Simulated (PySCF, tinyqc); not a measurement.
Worked calculation: RHF in the sto-3g basis, for LiH, spin multiplicity 1. The lowest restricted solution is unstable here: a spin-polarised one lies 0.0213 hartree lower (PySCF). Computed by tinyqc, a small Python program that keeps every step (integrals from PySCF). Settings: charge = 0, multiplicity = 1, basis = sto-3g, energy threshold = 1e-08, iteration cap = 82, orthogonalisation = canonical, start = Wolfsberg-Helmholz matrix, DIIS depth = 6, method = RHF. Command: `OMP_NUM_THREADS=1 python tinyqc.py 28046 28047 out.jsonl` (the two numbers bound the seeds that draw the settings). One thread of a shared host (Intel(R) Xeon(R) Processor @ 2.60GHz), about 0.07 s of CPU time with the checks. Later iterations appear only in the table of the cycle.

## One-electron integrals

Geometry (angstrom):
```
atom       x       y       z
Li    0.0000  0.0000  0.0000
H     0.0000  0.0000  2.4280
```

Basis sto-3g: exponents (1/bohr^2) and contraction coefficients of normalised primitives:
```
element  l (shell)  exponent  coefficient
Li           s (1)   16.1196       0.1543
Li           s (1)    2.9362       0.5353
Li           s (1)    0.7947       0.4446
Li           s (2)    0.6363      -0.1000
Li           s (2)    0.1479       0.3995
Li           s (2)    0.0481       0.7001
Li           p (3)    0.6363       0.1559
Li           p (3)    0.1479       0.6077
Li           p (3)    0.0481       0.3920
H            s (1)    3.4253       0.1543
H            s (1)    0.6239       0.5353
H            s (1)    0.1689       0.4446
```

Overlap, kinetic and nuclear-attraction integrals over the contracted functions; the nuclear repulsion is the sum of Za Zb / Rab.

nuclear repulsion = 0.653843 hartree

overlap S, lower triangle:
```
         1Li 1s  1Li 2s  1Li 2px  1Li 2py  1Li 2pz   2H 1s
1Li 1s   1.0000
1Li 2s   0.2411  1.0000
1Li 2px  0.0000  0.0000   1.0000
1Li 2py  0.0000  0.0000   0.0000   1.0000
1Li 2pz  0.0000  0.0000   0.0000   0.0000   1.0000
2H 1s    0.0098  0.2104   0.0000   0.0000   0.3135  1.0000
```

kinetic energy T (hartree), lower triangle:
```
          1Li 1s  1Li 2s  1Li 2px  1Li 2py  1Li 2pz   2H 1s
1Li 1s    3.5768
1Li 2s   -0.0202  0.1022
1Li 2px   0.0000  0.0000   0.3197
1Li 2py   0.0000  0.0000   0.0000   0.3197
1Li 2pz   0.0000  0.0000   0.0000   0.0000   0.3197
2H 1s    -0.0051  0.0054   0.0000   0.0000   0.0312  0.7600
```

nuclear attraction V (hartree), lower triangle:
```
          1Li 1s   1Li 2s  1Li 2px  1Li 2py  1Li 2pz    2H 1s
1Li 1s   -8.2008
1Li 2s   -1.0169  -1.4197
1Li 2px   0.0000   0.0000  -1.3916
1Li 2py   0.0000   0.0000   0.0000  -1.3916
1Li 2pz  -0.0070  -0.0764   0.0000   0.0000  -1.4468
2H 1s    -0.0386  -0.3102   0.0000   0.0000  -0.4667  -1.8804
```

core Hamiltonian H = T + V (hartree), lower triangle:
```
          1Li 1s   1Li 2s  1Li 2px  1Li 2py  1Li 2pz    2H 1s
1Li 1s   -4.6240
1Li 2s   -1.0371  -1.3176
1Li 2px   0.0000   0.0000  -1.0719
1Li 2py   0.0000   0.0000   0.0000  -1.0719
1Li 2pz  -0.0070  -0.0764   0.0000   0.0000  -1.1272
2H 1s    -0.0436  -0.3047   0.0000   0.0000  -0.4354  -1.1204
```

## Two-electron integrals

Functions are numbered as in S; the eight-fold symmetry (ij|kl) = (ji|kl) = (kl|ij) leaves the list below.

Two-electron integrals (ij|kl) in chemists' order, unique and non-zero (hartree):
```
(11|11) 1.6804     (21|11) 0.2654     (21|21) 0.0499     (22|11) 0.3977
(22|21) 0.0929     (22|22) 0.2906     (31|31) 0.0090     (32|31) 0.0138
(32|32) 0.0642     (33|11) 0.3966     (33|21) 0.0929     (33|22) 0.2905
(33|33) 0.3129     (41|41) 0.0090     (42|41) 0.0138     (42|42) 0.0642
(43|43) 0.0169     (44|11) 0.3966     (44|21) 0.0929     (44|22) 0.2905
(44|33) 0.2792     (44|44) 0.3129     (51|51) 0.0090     (52|51) 0.0138
(52|52) 0.0642     (53|53) 0.0169     (54|54) 0.0169     (55|11) 0.3966
(55|21) 0.0929     (55|22) 0.2905     (55|33) 0.2792     (55|44) 0.2792
(55|55) 0.3129     (61|11) 0.0101     (61|21) 0.0019     (61|22) 0.0037
(61|33) 0.0037     (61|44) 0.0037     (61|51) 2.76e-04   (61|52) 0.0005
(61|55) 0.0039     (61|61) 8.49e-05   (62|11) 0.0579     (62|21) 0.0138
(62|22) 0.0508     (62|33) 0.0477     (62|44) 0.0477     (62|51) 0.0020
(62|52) 0.0162     (62|55) 0.0568     (62|61) 0.0007     (62|62) 0.0197
(63|31) 0.0007     (63|32) 0.0040     (63|53) 0.0020     (63|63) 0.0009
(64|41) 0.0007     (64|42) 0.0040     (64|54) 0.0020     (64|64) 0.0009
(65|11) 0.0827     (65|21) 0.0199     (65|22) 0.0744     (65|33) 0.0693
(65|44) 0.0693     (65|51) 0.0031     (65|52) 0.0251     (65|55) 0.0844
(65|61) 0.0010     (65|62) 0.0306     (65|65) 0.0476     (66|11) 0.2179
(66|21) 0.0525     (66|22) 0.2106     (66|33) 0.1941     (66|44) 0.1941
(66|51) 0.0070     (66|52) 0.0726     (66|55) 0.2433     (66|61) 0.0025
(66|62) 0.1106     (66|65) 0.1749     (66|66) 0.7746
```

## Orthogonalisation

S = U s U^T; canonical form X = U s^(-1/2), so that X^T S X = 1. Each column of U has its largest component positive (the first on a tie).

eigenvalues of S: 0.5959  0.8108  1.0000  1.0000  1.1816  1.4117

X:
```
               1        2        3       4        5       6
1Li 1s    0.3704   0.7212   0.0000  0.0000   0.5805  0.2640
1Li 2s   -0.6548  -0.5523   0.0000  0.0000   0.4485  0.4288
1Li 2px   0.0000   0.0000   0.9990  0.0446   0.0000  0.0000
1Li 2py   0.0000   0.0000  -0.0446  0.9990   0.0000  0.0000
1Li 2pz  -0.6465   0.5471   0.0000  0.0000  -0.4803  0.4086
2H 1s     0.8333  -0.3301   0.0000  0.0000  -0.2782  0.5366
```

Within a degenerate level the vectors are fixed only up to a rotation; this is one choice.

## Starting guess

The start is the generalised Wolfsberg-Helmholz matrix (K = 1.75) built on H; D = 2 C_occ C_occ^T.

D at the start, lower triangle:
```
          1Li 1s  1Li 2s  1Li 2px  1Li 2py  1Li 2pz   2H 1s
1Li 1s    1.9749
1Li 2s    0.0240  0.1961
1Li 2px   0.0000  0.0000   0.0000
1Li 2py   0.0000  0.0000   0.0000   0.0000
1Li 2pz  -0.0940  0.3165   0.0000   0.0000   0.5195
2H 1s    -0.1269  0.3795   0.0000   0.0000   0.6239  0.7495
```

## Iteration 1: building the Fock matrix

J_ij = sum D_kl (ij|kl), K_ij = sum D_kl (ik|jl); F = H + J - 0.5 K; E = tr D H + tr D J / 2 - 0.25 tr D K + E_nn.

Coulomb J (hartree), lower triangle:
```
         1Li 1s  1Li 2s  1Li 2px  1Li 2py  1Li 2pz   2H 1s
1Li 1s   3.9234
1Li 2s   0.6672  1.2860
1Li 2px  0.0000  0.0000   1.2571
1Li 2py  0.0000  0.0000   0.0000   1.2571
1Li 2pz  0.0177  0.1359   0.0000   0.0000   1.3371
2H 1s    0.0266  0.3002   0.0000   0.0000   0.4515  1.5274
```

exchange K (hartree), lower triangle:
```
          1Li 1s  1Li 2s  1Li 2px  1Li 2py  1Li 2pz   2H 1s
1Li 1s    3.3451
1Li 2s    0.5615  0.2634
1Li 2px   0.0000  0.0000   0.0458
1Li 2py   0.0000  0.0000   0.0000   0.0458
1Li 2pz  -0.0021  0.2078   0.0000   0.0000   0.3527
2H 1s     0.0242  0.2820   0.0000   0.0000   0.4236  0.9302
```

Fock matrix F (hartree), lower triangle:
```
          1Li 1s   1Li 2s  1Li 2px  1Li 2py  1Li 2pz    2H 1s
1Li 1s   -2.3732
1Li 2s   -0.6507  -0.1632
1Li 2px   0.0000   0.0000   0.1623
1Li 2py   0.0000   0.0000   0.0000   0.1623
1Li 2pz   0.0117  -0.0444   0.0000   0.0000   0.0335
2H 1s    -0.0291  -0.1455   0.0000   0.0000  -0.1957  -0.0580
```

total energy of this density = -7.761035 hartree

## Iteration 1: diagonalisation and new density

Diagonalise F' = X^T F X, C = X C', fill 2 alpha and 2 beta electrons from the bottom; D = 2 C_occ C_occ^T. Each column has its largest component positive (the first on a tie).

F' = X^T F X (hartree), lower triangle:
```
         1        2       3       4        5        6
1   0.2022
2  -0.3610  -0.6945
3   0.0000   0.0000  0.1623
4   0.0000   0.0000  0.0000  0.1623
5  -0.3556  -0.9828  0.0000  0.0000  -1.1622
6  -0.1997  -0.4730  0.0000  0.0000  -0.5816  -0.5278
```

orbital energies (hartree): MO1 -2.3760, MO2 -0.2046, MO3 0.0673, MO4 0.1623, MO5 0.1623, MO6 0.3310

coefficients C:
```
             MO1      MO2      MO3      MO4     MO5      MO6
1Li 1s    0.9910  -0.1131  -0.2365   0.0000  0.0000   0.1147
1Li 2s    0.0351   0.3875   0.8608   0.0000  0.0000  -0.4759
1Li 2px   0.0000   0.0000   0.0000  -0.7014  0.7128   0.0000
1Li 2py   0.0000   0.0000   0.0000   0.7128  0.7014   0.0000
1Li 2pz  -0.0037   0.4283  -0.5406   0.0000  0.0000  -0.7995
2H 1s    -0.0020   0.6344  -0.1048   0.0000  0.0000   0.8690
```

D after iteration 1, lower triangle:
```
          1Li 1s  1Li 2s  1Li 2px  1Li 2py  1Li 2pz   2H 1s
1Li 1s    1.9897
1Li 2s   -0.0181  0.3027
1Li 2px   0.0000  0.0000   0.0000
1Li 2py   0.0000  0.0000   0.0000   0.0000
1Li 2pz  -0.1042  0.3316   0.0000   0.0000   0.3669
2H 1s    -0.1475  0.4914   0.0000   0.0000   0.5434  0.8049
```

Within a degenerate level the vectors are fixed only up to a rotation; this is one choice.

## Iteration 2: building the Fock matrix

As before.

Coulomb J (hartree), lower triangle:
```
         1Li 1s  1Li 2s  1Li 2px  1Li 2py  1Li 2pz   2H 1s
1Li 1s   3.9190
1Li 2s   0.6654  1.2816
1Li 2px  0.0000  0.0000   1.2536
1Li 2py  0.0000  0.0000   0.0000   1.2536
1Li 2pz  0.0182  0.1411   0.0000   0.0000   1.3308
2H 1s    0.0265  0.3027   0.0000   0.0000   0.4557  1.5530
```

exchange K (hartree), lower triangle:
```
          1Li 1s  1Li 2s  1Li 2px  1Li 2py  1Li 2pz   2H 1s
1Li 1s    3.3516
1Li 2s    0.5549  0.2868
1Li 2px   0.0000  0.0000   0.0496
1Li 2py   0.0000  0.0000   0.0000   0.0496
1Li 2pz  -0.0045  0.2169   0.0000   0.0000   0.3053
2H 1s     0.0233  0.3065   0.0000   0.0000   0.4112  0.9653
```

Fock matrix F (hartree), lower triangle:
```
          1Li 1s   1Li 2s  1Li 2px  1Li 2py  1Li 2pz    2H 1s
1Li 1s   -2.3808
1Li 2s   -0.6492  -0.1793
1Li 2px   0.0000   0.0000   0.1569
1Li 2py   0.0000   0.0000   0.0000   0.1569
1Li 2pz   0.0135  -0.0437   0.0000   0.0000   0.0509
2H 1s    -0.0287  -0.1553   0.0000   0.0000  -0.1854  -0.0500
```

total energy of this density = -7.772576 hartree

## Iteration 2: DIIS over 2 matrices

error matrix X^T (FDS - SDF) X:
```
         1        2       3       4        5        6
1   0.0000  -0.0042  0.0000  0.0000  -0.0079   0.0056
2   0.0042   0.0000  0.0000  0.0000  -0.0164   0.0255
3   0.0000   0.0000  0.0000  0.0000   0.0000   0.0000
4   0.0000   0.0000  0.0000  0.0000   0.0000   0.0000
5   0.0079   0.0164  0.0000  0.0000   0.0000  -0.0226
6  -0.0056  -0.0255  0.0000  0.0000   0.0226   0.0000
```

B (overlaps of the stored error matrices):
```
               1              2
1  1.1777735e-02  4.8947264e-03
2  4.8947264e-03  3.0833433e-03
```

Minimise |sum c_i e_i|^2 with sum c_i = 1: solve [B -1; -1 0][c; lambda] = [0; -1] with B_ij = tr e_i^T e_j, and take F = sum c_i F_i.

DIIS coefficients: -0.3572  1.3572

extrapolated F (hartree), lower triangle:
```
          1Li 1s   1Li 2s  1Li 2px  1Li 2py  1Li 2pz    2H 1s
1Li 1s   -2.3835
1Li 2s   -0.6487  -0.1851
1Li 2px   0.0000   0.0000   0.1550
1Li 2py   0.0000   0.0000   0.0000   0.1550
1Li 2pz   0.0141  -0.0434   0.0000   0.0000   0.0572
2H 1s    -0.0286  -0.1588   0.0000   0.0000  -0.1817  -0.0472
```

## Iteration 2: diagonalisation and new density

As before.

F' = X^T F X (hartree), lower triangle:
```
         1        2       3       4        5        6
1   0.2072
2  -0.3720  -0.7087
3   0.0000   0.0000  0.1550
4   0.0000   0.0000  0.0000  0.1550
5  -0.3586  -0.9866  0.0000  0.0000  -1.1576
6  -0.1965  -0.4569  0.0000  0.0000  -0.5993  -0.5240
```

orbital energies (hartree): MO1 -2.3860, MO2 -0.2010, MO3 0.0632, MO4 0.1550, MO5 0.1550, MO6 0.3409

coefficients C:
```
             MO1      MO2      MO3     MO4      MO5      MO6
1Li 1s    0.9915  -0.1349  -0.2243  0.0000   0.0000   0.1113
1Li 2s    0.0332   0.4717   0.8221  0.0000   0.0000  -0.4682
1Li 2px   0.0000   0.0000   0.0000  0.2635   0.9646   0.0000
1Li 2py   0.0000   0.0000   0.0000  0.9646  -0.2635   0.0000
1Li 2pz  -0.0048   0.3720  -0.5733  0.0000   0.0000  -0.8049
2H 1s    -0.0015   0.6207  -0.1759  0.0000   0.0000   0.8674
```

D after iteration 2, lower triangle:
```
          1Li 1s  1Li 2s  1Li 2px  1Li 2py  1Li 2pz   2H 1s
1Li 1s    2.0025
1Li 2s   -0.0614  0.4472
1Li 2px   0.0000  0.0000   0.0000
1Li 2py   0.0000  0.0000   0.0000   0.0000
1Li 2pz  -0.1098  0.3506   0.0000   0.0000   0.2768
2H 1s    -0.1705  0.5855   0.0000   0.0000   0.4618  0.7706
```

Within a degenerate level the vectors are fixed only up to a rotation; this is one choice.

## Iteration 3: building the Fock matrix

As before.

Coulomb J (hartree), lower triangle:
```
         1Li 1s  1Li 2s  1Li 2px  1Li 2py  1Li 2pz   2H 1s
1Li 1s   3.9287
1Li 2s   0.6670  1.2845
1Li 2px  0.0000  0.0000   1.2583
1Li 2py  0.0000  0.0000   0.0000   1.2583
1Li 2pz  0.0183  0.1398   0.0000   0.0000   1.3300
2H 1s    0.0266  0.2999   0.0000   0.0000   0.4510  1.5280
```

exchange K (hartree), lower triangle:
```
          1Li 1s  1Li 2s  1Li 2px  1Li 2py  1Li 2pz   2H 1s
1Li 1s    3.3563
1Li 2s    0.5511  0.3212
1Li 2px   0.0000  0.0000   0.0566
1Li 2py   0.0000  0.0000   0.0000   0.0566
1Li 2pz  -0.0054  0.2233   0.0000   0.0000   0.2745
2H 1s     0.0217  0.3206   0.0000   0.0000   0.3871  0.9305
```

Fock matrix F (hartree), lower triangle:
```
          1Li 1s   1Li 2s  1Li 2px  1Li 2py  1Li 2pz    2H 1s
1Li 1s   -2.3735
1Li 2s   -0.6457  -0.1936
1Li 2px   0.0000   0.0000   0.1581
1Li 2py   0.0000   0.0000   0.0000   0.1581
1Li 2pz   0.0140  -0.0482   0.0000   0.0000   0.0656
2H 1s    -0.0279  -0.1651   0.0000   0.0000  -0.1780  -0.0576
```

total energy of this density = -7.778347 hartree

## Iteration 3: DIIS over 3 matrices

error matrix X^T (FDS - SDF) X:
```
         1        2       3       4        5        6
1   0.0000   0.0029  0.0000  0.0000   0.0014  -0.0042
2  -0.0029   0.0000  0.0000  0.0000  -0.0078   0.0145
3   0.0000   0.0000  0.0000  0.0000   0.0000   0.0000
4   0.0000   0.0000  0.0000  0.0000   0.0000   0.0000
5  -0.0014   0.0078  0.0000  0.0000   0.0000  -0.0103
6   0.0042  -0.0145  0.0000  0.0000   0.0103   0.0000
```

B (overlaps of the stored error matrices), lower triangle:
```
               1              2              3
1  1.1777735e-02
2  4.8947264e-03  3.0833433e-03
3  2.6361108e-03  1.3700104e-03  8.1575229e-04
```

As before.

DIIS coefficients: -0.2088  -0.1712  1.3800

extrapolated F (hartree), lower triangle:
```
          1Li 1s   1Li 2s  1Li 2px  1Li 2py  1Li 2pz    2H 1s
1Li 1s   -2.3723
1Li 2s   -0.6441  -0.2024
1Li 2px   0.0000   0.0000   0.1574
1Li 2py   0.0000   0.0000   0.0000   0.1574
1Li 2pz   0.0145  -0.0497   0.0000   0.0000   0.0748
2H 1s    -0.0275  -0.1709   0.0000   0.0000  -0.1730  -0.0588
```

## Iteration 3: diagonalisation and new density

As before.

F' = X^T F X (hartree), lower triangle:
```
         1        2       3       4        5        6
1   0.1974
2  -0.3722  -0.7117
3   0.0000   0.0000  0.1574
4   0.0000   0.0000  0.0000  0.1574
5  -0.3525  -0.9870  0.0000  0.0000  -1.1443
6  -0.1967  -0.4367  0.0000  0.0000  -0.6052  -0.5294
```

orbital energies (hartree): MO1 -2.3747, MO2 -0.2142, MO3 0.0682, MO4 0.1574, MO5 0.1574, MO6 0.3328

coefficients C:
```
             MO1      MO2      MO3     MO4      MO5      MO6
1Li 1s    0.9916  -0.1480  -0.2175  0.0000   0.0000   0.1070
1Li 2s    0.0328   0.5204   0.8013  0.0000   0.0000  -0.4526
1Li 2px   0.0000   0.0000   0.0000  0.3100   0.9507   0.0000
1Li 2py   0.0000   0.0000   0.0000  0.9507  -0.3100   0.0000
1Li 2pz  -0.0048   0.3233  -0.5746  0.0000   0.0000  -0.8247
2H 1s    -0.0017   0.6175  -0.2407  0.0000   0.0000   0.8540
```

D after iteration 3, lower triangle:
```
          1Li 1s  1Li 2s  1Li 2px  1Li 2py  1Li 2pz   2H 1s
1Li 1s    2.0103
1Li 2s   -0.0890  0.5438
1Li 2px   0.0000  0.0000   0.0000
1Li 2py   0.0000  0.0000   0.0000   0.0000
1Li 2pz  -0.1052  0.3361   0.0000   0.0000   0.2090
2H 1s    -0.1861  0.6426   0.0000   0.0000   0.3993  0.7627
```

Within a degenerate level the vectors are fixed only up to a rotation; this is one choice.

## Iteration 8 (converged): orbitals

converged F (hartree), lower triangle:
```
          1Li 1s   1Li 2s  1Li 2px  1Li 2py  1Li 2pz    2H 1s
1Li 1s   -2.3721
1Li 2s   -0.6442  -0.2049
1Li 2px   0.0000   0.0000   0.1573
1Li 2py   0.0000   0.0000   0.0000   0.1573
1Li 2pz   0.0132  -0.0484   0.0000   0.0000   0.0777
2H 1s    -0.0272  -0.1709   0.0000   0.0000  -0.1707  -0.0630
```

As before.

F' = X^T F X (hartree), lower triangle:
```
         1        2       3       4        5        6
1   0.1942
2  -0.3709  -0.7147
3   0.0000   0.0000  0.1573
4   0.0000   0.0000  0.0000  0.1573
5  -0.3495  -0.9868  0.0000  0.0000  -1.1437
6  -0.1993  -0.4348  0.0000  0.0000  -0.6066  -0.5292
```

orbital energies (hartree): MO1 -2.3745, MO2 -0.2147, MO3 0.0665, MO4 0.1573, MO5 0.1573, MO6 0.3293

coefficients C:
```
             MO1      MO2      MO3     MO4      MO5      MO6
1Li 1s    0.9916  -0.1489  -0.2170  0.0000   0.0000   0.1072
1Li 2s    0.0329   0.5228   0.8005  0.0000   0.0000  -0.4511
1Li 2px   0.0000   0.0000   0.0000  0.1866   0.9824   0.0000
1Li 2py   0.0000   0.0000   0.0000  0.9824  -0.1866   0.0000
1Li 2pz  -0.0042   0.3131  -0.5715  0.0000   0.0000  -0.8308
2H 1s    -0.0020   0.6220  -0.2507  0.0000   0.0000   0.8479
```

D after iteration 8, lower triangle:
```
          1Li 1s  1Li 2s  1Li 2px  1Li 2py  1Li 2pz   2H 1s
1Li 1s    2.0107
1Li 2s   -0.0903  0.5488
1Li 2px   0.0000  0.0000   0.0000
1Li 2py   0.0000  0.0000   0.0000   0.0000
1Li 2pz  -0.1016  0.3271   0.0000   0.0000   0.1961
2H 1s    -0.1892  0.6502   0.0000   0.0000   0.3896  0.7738
```

Within a degenerate level the vectors are fixed only up to a rotation; this is one choice.

## Convergence

Stop when the energy changes by less than 1e-08 hartree and every element of the error matrix X^T (F D S - S D F) X is below 3e-05.

Course of the cycle:
```
iteration  E (hartree)     change  largest element of the error matrix
1            -7.761035          -                             4.64e-02
2            -7.772576  -1.15e-02                             2.55e-02
3            -7.778347  -5.77e-03                             1.45e-02
4            -7.779827  -1.48e-03                             4.63e-03
5            -7.779872  -4.54e-05                             1.67e-03
6            -7.779882  -9.91e-06                             2.98e-04
7            -7.779882  -4.33e-07                             6.29e-06
8            -7.779882  -3.34e-10                             1.02e-06
```

PySCF RHF in the same basis = -7.779882 hartree

Converged in 8 iterations.

## Populations, bond orders and dipole

Mulliken: Z minus the diagonal of D S on the atom; Loewdin: the same with S^(1/2) D S^(1/2); Mayer order: 2 sum_s sum (D(s) S)_ij (D(s) S)_ji over the two atoms.

Charges (e):
```
atom  Mulliken  Loewdin
1Li     0.0309   0.0280
2H     -0.0309  -0.0280
```

Mayer bond orders:
```
pair   order
2-1   0.9990
```

dipole moment about the origin, x y z (debye): 0.0000  0.0000  -5.1713
